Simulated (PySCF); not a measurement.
# Computed properties of nitrogen (N2), SMILES N#N

nitrogen (N2), SMILES N#N. Geometry: B3LYP-D3(BJ)/def2-TZVPD. One conformer was computed; it need not be the lowest. All values are computed for the isolated molecule unless a solvent is named; none is compared with measurement here.

**Structure.** The optimised structure has D∞h symmetry. All 1 harmonic modes at B3LYP-D3(BJ)/def2-TZVPD (PySCF) are real, so it is a minimum.

**Vibrations.** No mode carries more than 0.5 km/mol of infrared intensity. The softest mode is at 2454 cm⁻¹ and the zero-point energy is 3.5 kcal/mol.

**Electronic structure.** PBE0/def2-TZVPD (PySCF) places the frontier levels at -12.20 and -0.48 eV, a gap of 11.72 eV, and gives a dipole moment of 0.00 D and a mean polarisability of 11.6 bohr³.

**Excitations.** TDDFT-ωB97X/def2-TZVPD (PySCF) has S1 at 9.45 eV (131 nm, f = 0.000, dark); the most intense of the 10 singlets computed lies at 13.73 eV (f = 0.63). Strengths of degenerate partners are summed. T1 (TDA) is at 7.80 eV. No vertical singlet excitation falls in the visible range (under 3.1 eV).
